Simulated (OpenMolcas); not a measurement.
## SiO2 (silicon dioxide molecule): the vertical energy of the triplet above the singlet from total energies

The species is SiO2 (3 atoms), meant as a singlet with charge 0. As SMILES, `O=[Si]=O`. The coordinates come from a PBE0-D4/def2-TZVP relaxation.

```jsonl
{"atom": "O", "x (Å)": "0.6977", "y (Å)": "1.2296", "z (Å)": "0.5188"}
{"atom": "Si", "x (Å)": "0.0000", "y (Å)": "0.0000", "z (Å)": "0.0000"}
{"atom": "O", "x (Å)": "-0.6977", "y (Å)": "-1.2296", "z (Å)": "-0.5188"}
```

Both states at this one shape; open shells run unrestricted unless said. 1 Eh = 27.2114 eV.

| level | program | singlet SiO2 (Eh) | triplet SiO2 (Eh) |
| --- | --- | --- | --- |
| SVWN5/STO-3G | OpenMolcas | -432.155914 | -432.012580 |
| PBE/STO-3G | OpenMolcas | -434.106171 | -433.966276 |

**Question.** Work out the vertical gap, second state less first, at each level.

**Answer.** 
1. SVWN5/STO-3G: -432.012580 − (-432.155914) = 0.143334 Eh = 3.90 eV.
2. PBE/STO-3G: -433.966276 − (-434.106171) = 0.139895 Eh = 3.81 eV.

No measured value is set beside it here; the levels span 3.81 to 3.90 eV. Minimal sets are far from the basis-set limit.
